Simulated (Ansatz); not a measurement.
The input, for Ansatz 0.2.0:

```yaml
crystal:
  periodic: [false, false, false]
  atoms:
    - {symbol: Al, position_ang: [-0.291626, 0.000000, 0.345181]}
    - {symbol: Al, position_ang: [0.253510, 0.000000, -2.275663]}
    - {symbol: H, position_ang: [0.038116, 0.000000, 1.930481]}
basis:
  gaussian: {orbitals: cc-pVDZ}
magnetization: {spin_polarized: false, initial_magnetization: 1}
correlation: {method: ccsdt_q, electrons: outside_noble_gas}
accuracy: high
scf: {lower_state_search: off}
output: {forces: true}
```

```sh
$ ansatz run in.yaml --threads 1 --pin off --events-out ev --progress --plain --max-ram 2393MiB
```

Output:

```
these checks for a lower state are left out or cut short: starts, cluster_reference, orbital_swaps, neighbouring_geometries, increment
808 factors; integrals over basis functions are off by at most 3.7e-9 eV
mean field evaluation 1: about -13179.0101 eV, gradient 7.2e0 eV
mean field evaluation 2: about -13179.0116 eV, gradient 7.2e0 eV
mean field evaluation 4: about -13179.5682 eV, gradient 9.2e-1 eV
mean field evaluation 8: about -13179.5882 eV, gradient 1.2e-2 eV
mean field evaluation 16: about -13179.5912 eV, gradient 1.2e-1 eV
mean field evaluation 32: about -13179.6224 eV, gradient 1.2e-6 eV
mean field -13179.62237300 eV, -484.3421887387 hartree, gradient 1.4e-8 eV, S^2 0.750000; 1 other end points of the search recorded, 0 dependent functions left out
10 core orbitals not correlated: weight in the atoms' cores, before any rotation towards them, 1.000 or more for the frozen orbitals, at most 0.000 for the correlated occupied ones
reference -13179.62237300 eV, -484.3421887387 hartree; 4, 3 occupied and 27, 28 virtual orbitals, 808 factors
second order -2.61291418 eV of doubles, -0.04056157 eV of singles
cycle   1  -3.26440073 eV  change   -6.1e-1 eV  update   9.3e-2
cycle   2  -3.68100028 eV  change   -4.2e-1 eV  update   4.7e-2
cycle   3  -3.72075162 eV  change   -4.0e-2 eV  update   1.9e-2
cycle   4  -3.73622111 eV  change   -1.5e-2 eV  update   1.1e-2
...
cycle  28  -3.74260014 eV  change   -4.0e-8 eV  update   5.4e-8
cycle  29  -3.74260011 eV  change    2.8e-8 eV  update   4.1e-8
cycle  30  -3.74260011 eV  change  -4.1e-10 eV  update   4.2e-8
cycle  31  -3.74260012 eV  change   -2.8e-9 eV  update   2.5e-8
cycle  32  -3.74260011 eV  change    3.5e-9 eV  update   1.6e-8
cycle  33  -3.74260011 eV  change    2.7e-9 eV  update   1.0e-8
cycle  34  -3.74260011 eV  change    1.1e-9 eV  update   5.6e-9
cycle  35  -3.74260011 eV  change   -1.2e-9 eV  update   3.0e-9
cycle  36  -3.74260011 eV  change   -1.3e-9 eV  update   1.6e-9
cycle  37  -3.74260011 eV  change  -3.8e-10 eV  update  8.7e-10
perturbative correction -0.00751100 eV, -0.0002760240 hartree
the calculation of the forces begins
Total energy: -13183.37248410 eV, -484.4800027799 hartree
Atom 0 at    -0.291626     0.000000     0.345181 Å, force    -0.071750    -0.000000     0.157389 eV/Å
Atom 1 at     0.253510     0.000000    -2.275663 Å, force     0.049854     0.000000    -0.204507 eV/Å
Atom 2 at     0.038116     0.000000     1.930481 Å, force     0.021896     0.000000     0.047118 eV/Å
Dipole moment:     0.010038     0.000000     0.003433 e Å
Checks for a lower state left out: starts, cluster_reference, orbital_swaps, neighbouring_geometries, increment
```

Forces (eV/Å):
```
Al  -0.072  0.000  0.157
Al   0.050  0.000 -0.205
H    0.022  0.000  0.047
```

Ran on 1 thread of Arm Neoverse V1, shared host: 66 s wall, 0.81 GiB peak host memory.
